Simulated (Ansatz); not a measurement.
This Ansatz (a program for electronic structure) input (CCSD(T)/cc-pCVDZ) gives -919.27099 Eh with 54 basis functions. A basis named .json is the Basis Set Exchange file of that set (core-valence sets with the plain set on hydrogen).

Ansatz 0.2 input:
```yaml
crystal:
  periodic: [false, false, false]
  atoms:
    - {symbol: Cl, position_ang: [-0.00000000, -0.00000000, -1.00677069]}
    - {symbol: Cl, position_ang: [0.00000000, 0.00000000, 1.00677069]}
basis:
  gaussian:
    orbitals: cc-pCVDZ.json
magnetization: {spin_polarized: false}
correlation: {method: ccsd_t, electrons: outside_noble_gas}
```

Change:
```diff
- orbitals: cc-pCVDZ.json
+ orbitals: cc-pV_T+d_Z.json
```

Question: What does the run give now?

Answer: -919.43198 Eh (CCSD(T)/cc-pV(T+d)Z, 78 functions), a change of -160.99 mEh.
